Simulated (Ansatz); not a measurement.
Mulliken charges of C3H5ClO, SMILES `CO/C=C/Cl` from PBE/def2-TZVPP in Ansatz (PBE0-D4/def2-TZVP geometry).

```json
{"atom": "C1", "x (Å)": "0.546", "y (Å)": "-1.503", "z (Å)": "0.565", "charge (e)": "-0.147"}
{"atom": "O2", "x (Å)": "-0.245", "y (Å)": "-0.342", "z (Å)": "0.710", "charge (e)": "-0.200"}
{"atom": "C3", "x (Å)": "-0.026", "y (Å)": "0.608", "z (Å)": "-0.220", "charge (e)": "0.032"}
{"atom": "C4", "x (Å)": "-0.907", "y (Å)": "1.577", "z (Å)": "-0.437", "charge (e)": "-0.059"}
{"atom": "Cl5", "x (Å)": "-0.592", "y (Å)": "2.838", "z (Å)": "-1.561", "charge (e)": "-0.100"}
{"atom": "H6", "x (Å)": "0.350", "y (Å)": "-2.129", "z (Å)": "1.433", "charge (e)": "0.117"}
{"atom": "H7", "x (Å)": "0.280", "y (Å)": "-2.052", "z (Å)": "-0.344", "charge (e)": "0.105"}
{"atom": "H8", "x (Å)": "1.612", "y (Å)": "-1.252", "z (Å)": "0.536", "charge (e)": "0.093"}
{"atom": "H9", "x (Å)": "0.916", "y (Å)": "0.561", "z (Å)": "-0.762", "charge (e)": "0.059"}
{"atom": "H10", "x (Å)": "-1.852", "y (Å)": "1.642", "z (Å)": "0.083", "charge (e)": "0.101"}
```

**Question.** By hand: the dipole of these point charges (1 e Å = 4.8032 D).

**Answer.** Σ q r = (0.168, -0.450, 0.095) e Å, of length 0.490 e Å = 2.35 D.

**Question.** How does the dipole of the full density compare? (Estimate.)

**Answer.** Ansatz gave: (0.204, -0.454, 0.109) e Å, 2.45 D; the point charges give 0.96 times that, at 4° from its direction.

Point charges leave out the atoms' own dipoles, such as those of lone pairs, and Mulliken's split depends on the basis, so the close match here is no proof of good charges.
